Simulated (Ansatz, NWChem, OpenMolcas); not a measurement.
# A ladder of methods for PN (phosphorus nitride)

PN has 2 atoms, charge 0, and is taken as a singlet. As SMILES, `N#P`. Geometry: the measured bond length.

```xyz
2

N     0.0000    0.0000    0.0000
P     0.0000    0.0000    1.4909
```

Each level gives the vertical energy of the triplet above the singlet (eV). The values are calculated.

```json
{"level": "HF/aug-cc-pVTZ", "kind": "Hartree–Fock", "program": "Ansatz", "value (eV)": "2.18"}
{"level": "SVWN5/aug-cc-pVTZ", "kind": "LDA", "program": "NWChem", "value (eV)": "4.08"}
{"level": "PBE/aug-cc-pVTZ", "kind": "GGA", "program": "Ansatz", "value (eV)": "3.93"}
{"level": "B3LYP/aug-cc-pVTZ", "kind": "global hybrid", "program": "Ansatz", "value (eV)": "3.75"}
{"level": "wB97M-V/aug-cc-pVTZ", "kind": "range-separated hybrid", "program": "Ansatz", "value (eV)": "3.93"}
{"level": "RPA@PBE0/aug-cc-pVTZ", "kind": "RPA", "program": "Ansatz", "value (eV)": "3.86"}
{"level": "MP2/aug-cc-pVTZ", "kind": "perturbation theory", "program": "Ansatz", "value (eV)": "4.88"}
{"level": "BCCD(T)/aug-cc-pVTZ", "kind": "coupled cluster or CI", "program": "Ansatz", "value (eV)": "4.03"}
{"level": "FCI/STO-3G, open shells restricted", "kind": "exact in the basis", "program": "OpenMolcas", "value (eV)": "4.36"}
```

The values span 2.18 to 4.88 eV. Spin contamination of the reference (⟨S²⟩ at least 0.1 too high) touches HF/aug-cc-pVTZ, MP2/aug-cc-pVTZ, BCCD(T)/aug-cc-pVTZ. Sets with diffuse functions come out lower, a sign that the upper state is spread out (Rydberg-like). High-level rows in very small sets aren't better than simpler rows in larger ones.
